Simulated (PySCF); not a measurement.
Numbering as in the mapped SMILES `[CH3:1][P:2]([CH3:3])(=[O:4])[OH:5]` (H(Xn): hydrogen on atom n).

Geometry: PBE0-D3(BJ)/def2-SVP; GIAO absolute shieldings from PySCF, gas phase, non-relativistic, averaged over equivalent atoms.

At PBE/pcSseg-2 (285 basis functions, 40 s wall time on 1 thread of an Arm Neoverse V2, shared host):
| atoms | σ (ppm) |
| --- | --- |
| C1/C3 | 160.0 |
| P2 | 242.4 |
| O4 | 155.3 |
| O5 | 199.0 |
| H(O5) | 29.05 |
| H(C1)/H(C3) | 29.86 |

Question: Estimate the result of repeating the calculation with mPW1PW91/pcSseg-2.

Answer: 
```
      atoms  σ at mPW1PW91/pcSseg-2  change
      C1/C3                   164.6    +4.6
         P2                   254.3   +11.9
         O4                   172.3   +17.0
         O5                   211.8   +12.8
      H(O5)                   28.95   -0.10
H(C1)/H(C3)                   30.01   +0.15
```

The largest change is at O4 (P=O oxygen). Cost: 285 basis functions, 32 s wall time on 1 thread of an Arm Neoverse V2, shared host.
